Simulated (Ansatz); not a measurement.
`O=CC(O)F`, charge 0, multiplicity 1.

Problem. Give a relaxed structure at PBE0-D4/def2-TZVP (the Gaussian-basis code of Ansatz). (Best estimate.)

Solution. The calculation gave: 
Cartesian coordinates in Å:
```
O 1.4599 0.8213 -0.5059
C 0.9695 -0.1374 0.0189
C -0.5380 -0.2183 0.2481
O -1.1584 0.9250 -0.1143
F -0.9389 -1.2982 -0.5329
H 1.5617 -1.0216 0.3154
H -0.7941 -0.4749 1.2812
H -0.5616 1.4042 -0.7105
```
